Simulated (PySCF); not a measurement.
**dimethyl sulfone: calculation against experiment**

**What was measured.**

NIST CCCBDB Release 22 (SRD 101), experimental dipoles lists, for the gas: dipole moment (dielectric constant and refractivity) 4.49 D.

NIST CCCBDB Release 22 (SRD 101), experimental polarizabilities lists, for the gas: mean polarisability 8.401 Å³.

The results are set against them at the end.

Species: dimethyl sulfone, C2H6O2S.
Atom-mapped SMILES: `[CH3:1][S:2]([CH3:3])(=[O:4])=[O:5]` (hydrogens: H6, H7, H8 on C1; H9, H10, H11 on C3)

Geometry (GFN2-xTB, Å), atoms numbered from 1 in this order:
```xyz
11
C2H6O2S angstrom
C      1.324    0.611   -0.039
S      0.074   -0.621   -0.498
C     -1.384   -0.094    0.446
O      0.494   -1.906   -0.015
O     -0.212   -0.485   -1.898
H      0.966    1.586   -0.341
H      2.239    0.367   -0.564
H      1.480    0.554    1.031
H     -2.188   -0.785    0.227
H     -1.651    0.905    0.127
H     -1.136   -0.128    1.498
```

Runs made with PySCF (gas phase, on this GFN2-xTB geometry; no spin–orbit coupling):

| level | job | basis functions |
| --- | --- | --- |
| PBE0/pcSseg-1 | shieldings, charges and field gradients | 122 |
| wB97X-D/def2-SVPD | 8 singlets by full TDDFT, 3 Tamm–Dancoff triplets, polarisability | 161 |

## Comparison

**Dipole moment.** Measured: 4.49 D (NIST CCCBDB Release 22 (SRD 101), experimental dipoles).

| level | computed (D) | computed − measured (D) | % (from the printed values) |
| --- | --- | --- | --- |
| PBE0/pcSseg-1 | 4.65 | +0.16 | +4 |
| wB97X-D/def2-SVPD | 4.87 | +0.38 | +8 |

Closest is PBE0/pcSseg-1 (+0.16 D), furthest wB97X-D/def2-SVPD (+0.38 D); one molecule doesn't rank methods. The computed dipoles belong to one fixed geometry; measured ones are averaged over vibrations unless marked μe. Magnitudes are compared, not signs.

**Mean polarisability.** Measured: 8.401 Å³ (NIST CCCBDB Release 22 (SRD 101), experimental polarizabilities).

```
            level  computed (Å³)  computed − measured (Å³)  % (from the printed values)
wB97X-D/def2-SVPD          7.753                    -0.648                           -8
```

The computed values are static and purely electronic, with core orbitals frozen in the response (1 au = 0.148185 Å³). The table of measured values doesn't say here whether a value is static or optical, or holds a vibrational part.

No measured geometry was used, and the causes of the misses weren't examined.
